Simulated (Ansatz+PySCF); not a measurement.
Results of a calculation; reference values are marked as such.
This PySCF input gave a total energy of -203.89870 hartree.

```python
from pyscf import gto, scf

mol = gto.M(atom="""
N -0.001440 -0.009880 -0.457230
O -0.005640 1.067360 0.205280
O -0.007840 -1.055620 0.197070
""", basis='def2-svp', charge=-1, spin=0)
mf = scf.RHF(mol)
mf.init_guess = 'minao'
mf.kernel()
while True:  # follow internal instabilities
    mo, _, stable, _ = mf.stability(return_status=True)
    if stable: break
    mf.kernel(mf.make_rdm1(mo, mf.mo_occ))
print(mf.converged, mf.e_tot, mf.spin_square()[0])
```

(1) Write an input for Ansatz with the same method and basis set.

## Answers

(1)

```yaml
crystal:
  periodic: [false, false, false]
  atoms:
    - { symbol: "N", position_ang: [-0.00144, -0.00988, -0.45723] }
    - { symbol: O, position_ang: [-0.00564, 1.06736, 0.20528] }
    - { symbol: O, position_ang: [-0.00784, -1.05562, 0.19707] }
basis:
  gaussian: { orbitals: def2-SVP }
total_charge: -1
hamiltonian:
  xc: hf
```

Ansatz (development build ahead of 0.2.0) gave -203.89870 hartree, 0.05 meV from the first. Caution: no diffuse functions for an anion.
